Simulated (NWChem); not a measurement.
Everything below was run with NWChem. System: BCl$_{3}$, charge 1, spin multiplicity 2, at the geometry of a parent with another charge or spin, in a state set for the comparison that need not be this species' ground state. Its SCF solution wasn't tested for a lower state. Level: UB3LYP/cc-pVTZ, VWN1-RPA local correlation.

Job file:

```
start mol
memory heap 200 mb stack 900 mb global 1100 mb
charge 1
geometry units angstroms nocenter noautoz
  B      0.000000     0.000000     0.000000
  Cl     0.000000     0.000000     1.742063
  Cl     1.508667     0.000000    -0.871031
  Cl    -1.508667     0.000000    -0.871031
  symmetry group C2v
end
basis spherical
  * library cc-pvtz
end
dft
  xc b3lyp
  odft
  mult 2
  semidirect memsize 60000000 filesize 0
  iterations 100
end
task dft energy
```

Output (cleaned and shortened):

```
             Northwest Computational Chemistry Package (NWChem) 7.3.0
             --------------------------------------------------------

                                NWChem Input Module
                                -------------------

 Scaling coordinates for geometry "geometry" by  1.889725989
 (inverse scale =  0.529177249)

 Turning off AUTOSYM since
 SYMMETRY directive was detected!

                             Geometry "geometry" -> ""
                             -------------------------

 Output coordinates in angstroms (scale by  1.889725989 to convert to a.u.)

  No.       Tag          Charge          X              Y              Z
 ---- ---------------- ---------- -------------- -------------- --------------
    1 B                    5.0000     0.00000000     0.00000000     0.00000000
    2 Cl                  17.0000     0.00000000     0.00000000     1.74206300
    3 Cl                  17.0000     1.50866700     0.00000000    -0.87103100
    4 Cl                  17.0000    -1.50866700     0.00000000    -0.87103100

 Effective nuclear repulsion energy (a.u.)     229.5135857618

            Nuclear Dipole moment (a.u.)
            ----------------------------
        X                 Y               Z
 ---------------- ---------------- ----------------
     0.0000000000     0.0000000000     0.0000321253

      Symmetry information
      --------------------

 Group name             C2v
 Group number             16
 Group order               4
 No. of unique centers     3

      Symmetry unique atoms

     1    2    3


 Summary of "ao basis" -> "" (spherical)
 ------------------------------------------------------------------------------
       Tag                 Description            Shells   Functions and Types
 ---------------- ------------------------------  ------  ---------------------
 *                          cc-pvtz                   on all atoms

                                 NWChem DFT Module
                                 -----------------

 Summary of "ao basis" -> "ao basis" (spherical)
 ------------------------------------------------------------------------------
[...]
    beta     31     32     33     34     35     36     37     38     39     40
 overlap   0.999  0.999  1.000  0.999  0.999  1.000  0.999  0.999  0.999  0.999

   alpha     41     42     43     44     45     46     47     48     49     50
    beta     41     42     43     44     45     46     47     48     49     51
 overlap   0.999  0.998  0.998  0.999  0.999  0.999  1.000  0.998  0.998  1.000

   alpha     51     52     53     54     55     56     57     58     59     60
    beta     50     52     53     54     55     56     57     58     59     60
 overlap   1.000  0.999  0.999  1.000  0.999  0.999  1.000  1.000  0.999  0.999

   alpha     61     62     63     64     65     66     67     68     69     70
    beta     61     62     63     64     65     66     68     67     69     70
 overlap   0.999  1.000  1.000  1.000  1.000  1.000  1.000  1.000  1.000  1.000

   alpha     71     72     73     74     75     76     77     78     79     80
    beta     71     72     73     74     75     76     77     78     80     81
 overlap   1.000  1.000  1.000  1.000  1.000  1.000  1.000  1.000  0.999  0.999

   alpha     81     82     83     84     85     86     87     88     89     90
    beta     79     82     83     86     84     85     87     88     89     90
 overlap   1.000  0.945  0.945  0.999  0.998  0.999  0.945  0.945  0.999  0.997

   alpha     91     92     93     94     95     96     97     98     99    100
    beta     91     92     93     94     96     95     97     98     99    100
 overlap   0.999  0.999  0.935  0.935  1.000  1.000  0.935  0.935  0.999  0.999

   alpha    101    102    103    104    105    106    107    108    109    110
    beta    101    102    103    104    105    106    107    108    109    110
 overlap   0.997  1.000  1.000  0.999  0.999  1.000  1.000  0.999  0.999  1.000

   alpha    111    112    113    114    115    116    117    118    119    120
    beta    111    112    113    114    115    116    117    118    119    120
 overlap   1.000  1.000  1.000  1.000  1.000  1.000  1.000  1.000  1.000  1.000

   alpha    121    122    123    124    125    126    127    128    129    130
    beta    121    122    123    124    125    126    127    128    129    130
 overlap   1.000  1.000  1.000  1.000  1.000  1.000  1.000  1.000  1.000  1.000

   alpha    131    132
    beta    131    132
 overlap   1.000  1.000

     --------------------------
     Expectation value of S2:
     --------------------------
      <S2> =      0.7539 (Exact =     0.7500)

 center of mass
 --------------
 x =   0.00000000 y =   0.00000000 z =   0.00000057

 moments of inertia (a.u.)
 ------------------
         568.457274048580           0.000000000000           0.000000000000
           0.000000000000        1136.911892220057           0.000000000000
           0.000000000000           0.000000000000         568.454618171478

     Multipole analysis of the density
     ---------------------------------

     L   x y z        total         alpha         beta         nuclear
     -   - - -        -----         -----         ----         -------
     0   0 0 0      1.000000    -28.000000    -27.000000     56.000000

     1   1 0 0      0.000000     -0.000000      0.000000      0.000000
     1   0 1 0     -0.000000     -0.000000     -0.000000      0.000000
     1   0 0 1     -0.002231     -0.000289     -0.001974      0.000032

     2   2 0 0    -22.716656   -153.095851   -145.973288    276.352483
     2   1 1 0     -0.000000     -0.000000      0.000000      0.000000
     2   1 0 1     -0.000000      0.000000     -0.000000      0.000000
     2   0 2 0    -29.133687    -14.817903    -14.315784      0.000000
     2   0 1 1     -0.000000     -0.000000     -0.000000      0.000000
     2   0 0 2    -22.723355   -153.097093   -145.980035    276.353774

 Task  times  cpu:       14.7s     wall:       14.7s

 Total times  cpu:       14.8s     wall:       14.8s
```
